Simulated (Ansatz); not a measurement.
A made-up structure of CH₄AlMg (charge -1), closed shell:

C1  (-1.565, 0.171, -0.860)
Al2  (-0.374, 0.364, 0.824)
Mg3  (2.488, -0.564, 0.436)
H4  (-2.748, 0.477, -0.946)
H5  (-1.141, -0.280, -1.915)
H6  (-1.002, 1.037, 2.401)
H7  (4.341, -1.205, 0.060)
(Å)

It is relaxed with PBE-D4/def2-SVPD and then PBE0-D4/def2-TZVPD (Ansatz 0.2.0). Atoms count as bonded within 1.22 times the sum of their covalent radii (H–H: 0.88 Å). The end point is not checked to be a true minimum.

(1) Does its bonding change? (A judgement: the text doesn't fix the answer.)

Answers

(1) By the calculation: No: no bond forms or breaks.

Where it ends: The first stage lowers the energy by 1.06 eV in 9 steps. It ends as CH₄AlMg ([CH2][AlH][MgH]), total charge -1:
C1  (-1.398, 0.153, -0.768)
Al2  (-0.333, 0.324, 0.735)
Mg3  (2.222, -0.505, 0.388)
H4  (-2.454, 0.428, -0.842)
H5  (-1.021, -0.250, -1.711)
H6  (-0.894, 0.926, 2.143)
H7  (3.877, -1.076, 0.053)
(Å)

Labels in which every atom is bracketed show which atoms are joined, not bond orders.

For scale, one of the runs: PBE0-D4/def2-TZVPD relaxation, 151 basis functions, launched by `ansatz run in.yaml --threads 2 --pin off --events-out ev --progress --plain --max-ram 4352MiB`. The run took about 19 s on 2 CPU threads of an Arm Neoverse V2 (shared host).
